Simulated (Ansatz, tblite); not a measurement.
# The cluster Li3H6−: a ladder of methods and basis sets

How do method and basis change the picture of the cluster Li3H6− (singlet)?

The runs use Ansatz 0.2.0, Gaussian basis; as each input shows.

Plan: GFN1-xTB, GFN2-xTB, PBE-D4/def2-TZVPD, r2SCAN-D4/def2-TZVPD, ωB97X-V/def2-TZVPD, B97M-V/def2-TZVPD, BLYP-D4/def2-TZVPD, HSE06-D4/def2-TZVPD, revPBE-D4/def2-TZVPD, LC-ωPBE(0.10)/def2-TZVPD, LC-ωPBE(0.15)/def2-TZVPD, LC-ωPBE(0.20)/def2-TZVPD, LC-ωPBE(0.30)/def2-TZVPD, PBE-D4/def2-SVPD, PBE0-D4/def2-SVPD, HF/STO-3G, HF/6-31G, B3LYP-D4/6-31G, CCSD(T)/def2-TZVPPD, MP2/def2-TZVPD, RPA/def2-TZVPD.

1 further run of the same task is left out (set aside as unsound or not needed).

## 1. The geometry

The geometry is that of the singlet, from an earlier relaxation (PBE-D4/def2-TZVPD). At that level it is the lowest of the isomers that a small search found.

9 atoms, charge -1, spin multiplicity 1.

Bond lengths: Li1–Li2 2.424 Å, Li1–Li3 2.380 Å, Li1–H4 1.822 Å, Li1–H7 1.875 Å, Li1–H8 1.826 Å, Li2–Li3 2.396 Å, Li2–H4 1.849 Å, Li2–H5 1.825 Å, Li2–H7 1.862 Å, Li3–H5 1.818 Å, Li3–H7 1.892 Å, Li3–H8 1.827 Å. Angles: Li2–Li1–Li3 59.8°, Li2–Li1–H4 49.1°, Li2–Li1–H7 49.3°, Li2–Li1–H8 105.6°, Li3–Li1–H4 104.7°, Li3–Li1–H7 51.1°, Li3–Li1–H8 49.4°, H4–Li1–H7 92.2°, H4–Li1–H8 132.8°, H7–Li1–H8 94.2°, Li1–Li2–Li3 59.2°, Li1–Li2–H4 48.2°, Li1–Li2–H5 103.3°, Li1–Li2–H7 49.8°, Li3–Li2–H4 103.2°, Li3–Li2–H5 48.8°, Li3–Li2–H7 50.9°, H4–Li2–H5 129.4° and more.

Coordinates:

```
Li   -0.4588   -1.2470   -1.0345
Li    0.4147    0.4198    0.4938
Li   -1.1256    1.0290   -1.2376
H     1.1052   -1.1885   -0.1013
H     0.1827    1.9860   -0.4137
H     1.2265   -0.5330    2.0153
H    -1.3327   -0.1610    0.2192
H    -1.0778   -0.3132   -2.4767
H     1.0659    0.0080    2.5355
```

The ion is computed in the gas phase, without counter-ions or solvent.

PBE0-D4/def2-TZVPD was run before; its log isn't repeated, and its numbers join the tables.

## 2. GFN1-xTB

Tight binding, by tblite at 300 K electronic temperature and without a spin-polarisation term:

```python
tblite.interface.Calculator('GFN1-xTB', numbers, positions, charge=-1, uhf=0).singlepoint()
```

Energy -127.8128 eV, HOMO -7.30 eV, LUMO -1.35 eV; 0.002 s.

## 3. GFN2-xTB

Tight binding, by tblite at 300 K electronic temperature and without a spin-polarisation term:

```python
tblite.interface.Calculator('GFN2-xTB', numbers, positions, charge=-1, uhf=0).singlepoint()
```

Energy -111.3735 eV, HOMO -4.99 eV, LUMO 1.05 eV; 0.002 s.

## 4. PBE-D4/def2-TZVPD

start.molden holds the orbitals of an earlier run on this state, given as this run's starting guess.

Input file in.yaml:

```yaml
crystal:
  periodic: [false, false, false]
  atoms:
    - {symbol: Li, position_ang: [-0.458754, -1.246968, -1.034517]}
    - {symbol: Li, position_ang: [0.414662, 0.419751, 0.493766]}
    - {symbol: Li, position_ang: [-1.125636, 1.028960, -1.237639]}
    - {symbol: H, position_ang: [1.105167, -1.188532, -0.101250]}
    - {symbol: H, position_ang: [0.182673, 1.985992, -0.413659]}
    - {symbol: H, position_ang: [1.226500, -0.533010, 2.015329]}
    - {symbol: H, position_ang: [-1.332709, -0.161045, 0.219164]}
    - {symbol: H, position_ang: [-1.077789, -0.313184, -2.476729]}
    - {symbol: H, position_ang: [1.065886, 0.008016, 2.535545]}
basis:
  gaussian: {orbitals: def2-TZVPD, initial_orbitals: start.molden}
total_charge: -1
hamiltonian: {xc: pbe, dispersion: d4}
scf: {omitted_lower_state_checks: [starts]}
output: {orbitals: {seedname: orbitals}}
```

On the command line:

```sh
$ ansatz run in.yaml --threads 4 --pin off --events-out ev --progress --plain --max-ram 3916MiB
```

After this run come: r2SCAN-D4/def2-TZVPD; ωB97X-V/def2-TZVPD; B97M-V/def2-TZVPD; BLYP-D4/def2-TZVPD; HSE06-D4/def2-TZVPD; revPBE-D4/def2-TZVPD; LC-ωPBE(0.10)/def2-TZVPD; LC-ωPBE(0.15)/def2-TZVPD; LC-ωPBE(0.20)/def2-TZVPD; LC-ωPBE(0.30)/def2-TZVPD; PBE-D4/def2-SVPD; PBE0-D4/def2-SVPD; HF/STO-3G; HF/6-31G; B3LYP-D4/6-31G; CCSD(T)/def2-TZVPPD; MP2/def2-TZVPD; RPA/def2-TZVPD.

Q: Predict the results of all the runs planned. Wanted: gap in def2-TZVPD, named functionals, smallest and largest; gap over the ω; correlation energy, CCSD(T)/def2-TZVPPD; correlation energy, MP2/def2-TZVPD; PBE0 total energy, smallest basis above largest.

**Answer**, as computed:

| quantity | value |
| --- | --- |
| gap in def2-TZVPD, named functionals, smallest and largest | 2.74 eV (revPBE-D4), 7.08 eV (ωB97X-V) |
| gap over the ω (1/bohr) | 5.07 eV at 0.1, 6.87 eV at 0.3 |
| correlation energy, CCSD(T)/def2-TZVPPD | -8.28 eV |
| correlation energy, MP2/def2-TZVPD | -6.16 eV |
| PBE0 total energy, smallest basis above largest | 0.62 eV (def2-SVPD, def2-TZVPD) |

In words: Orbital gaps of the named functionals in def2-TZVPD span 2.74 eV (revPBE-D4) to 7.08 eV (ωB97X-V); exact exchange widens it. Raising the ω (1/bohr) from 0.1 to 0.3 moves the HOMO by -1.70 eV and the LUMO by +0.11 eV.
